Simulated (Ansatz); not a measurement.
Formation enthalpy of zinc-blende CdS (metastable phase) at several levels of theory

No measured value is used here.

```json
[
 {"level (code)": "LDA (Ansatz)", "value (eV/atom)": "?"},
 {"level (code)": "PBE (Ansatz)", "value (eV/atom)": "-0.658"},
 {"level (code)": "PBE-D4 (Ansatz)", "value (eV/atom)": "-0.655"},
 {"level (code)": "r²SCAN-D4 (Ansatz)", "value (eV/atom)": "-0.805"}
]
```

Question: Fill in the missing entries.

Answer: 
- LDA (Ansatz, a first-principles code), value (eV/atom): -0.634

Each level is taken at its own relaxed cell. Ansatz's density-functional and Hartree–Fock values are scalar-relativistic unless marked +SOC, with PAW data made under PBE.
